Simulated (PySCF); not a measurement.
## How methods differ on the ionisation energy of Si

Si [Ne] 3s2 3p2 (3P) → Si⁺ [Ne] 3s2 3p1 (2P), as a difference of total energies. Computed with PySCF 2.14 in aug-cc-pVDZ-DK, with the spin-free X2C one-electron Hamiltonian (Gaussian nucleus). Correlated levels: valence: [Ne] frozen. The calculations carry no spin-orbit coupling.

| method | ionisation energy (eV) |
| --- | --- |
| UHF | 7.640 |
| MP2 (valence) | 7.952 |
| SCS-MP2 (valence) | 7.873 |
| CCSD (valence) | 7.981 |
| CCSD(T) (valence) | 7.998 |
| CCSDT (valence) | 8.002 |
| FCI (valence) | 8.004 |

**Question.** How much does correlation contribute at CCSD(T) (valence)?

**Answer.** 7.998 − (7.640) = 0.358 eV, measured against UHF.

Errors of the correlated levels include the incompleteness of this basis and the frozen core.

For comparison: 8.157 eV (measured; NIST levels, between the centres of gravity of the two terms).
